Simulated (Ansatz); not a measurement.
# C2H3F (singlet): wave-function methods side by side, cc-pVTZ

One table from this session's results is given with a row withheld; the runs are named, their logs left out.

Program: Ansatz 0.2.0, Gaussian basis. Level of theory: cc-pVTZ, core rule «outside noble gas», up to 3 orbitals frozen. These are calculated values, not measurements.

The runs, in order: UHF; CCSD(T) on RHF; CCSDT(Q) on RHF.

2 further runs of the same task are left out: 2 set aside as unsound or not needed.

### The geometry

The geometry is an MP2(full)/6-31G* stationary point (not a proven minimum).

6 atoms, charge 0, spin multiplicity 1.

Atoms are counted from 1 here; the program's logs count them from 0.

Bond lengths: C1–C2 1.327 Å, C1–F3 1.354 Å, C1–H4 1.084 Å, C2–H5 1.082 Å, C2–H6 1.081 Å. Angles: C2–C1–F3 122.0°, C2–C1–H4 126.0°, F3–C1–H4 112.0°, C1–C2–H5 121.3°, C1–C2–H6 119.5°, H5–C2–H6 119.2°.

Set-up of the first run:

File in.yaml:

```yaml
crystal:
  periodic: [false, false, false]
  atoms:
    - {symbol: C, position_ang: [0.093343, 0.459824, 0.000000]}
    - {symbol: C, position_ang: [1.285266, -0.122977, 0.000000]}
    - {symbol: F, position_ang: [-1.055586, -0.256222, 0.000000]}
    - {symbol: H, position_ang: [-0.093102, 1.527888, 0.000000]}
    - {symbol: H, position_ang: [1.384691, -1.200723, 0.000000]}
    - {symbol: H, position_ang: [2.177267, 0.488389, 0.000000]}
basis:
  gaussian: {orbitals: cc-pVTZ}
magnetization: {spin_polarized: true, initial_magnetization: 0}
hamiltonian: {xc: hf}
output: {orbitals: {seedname: orbitals}}
```

Started as:

```bash
> ansatz run in.yaml --threads 1 --pin off --events-out ev --progress --plain --max-ram 3956MiB --backend cpu
```

Among the steps run: UHF; CCSD(T) on RHF; CCSDT(Q) on RHF.

One of the session's tables, all rows but one given; the rest of the session is left out.

It belongs to the step «Misses and costs». 

| method | from RCCSDT(Q) (kJ/mol) |
| --- | --- |
| RHF | +1626.3 |
| RMP2 | +113.6 |
| RCCSD | +63.6 |
| RCCSD(T) | ? |
| RCCSDT | +2.9 |
| RCCSDT(Q) | 0 |

Q: Estimate the row for RCCSD(T) from the others.

As computed: from RCCSDT(Q) (kJ/mol): +3.9. In the column «from RCCSDT(Q) (kJ/mol)» it lies between RCCSDT (+2.9) and RCCSD (+63.6).

With the free atoms at the same levels and basis (separate runs), the atomisation energy is 24.209 eV at RCCSDT(Q), 24.203 eV at RCCSD(T), 18.088 eV at RHF.
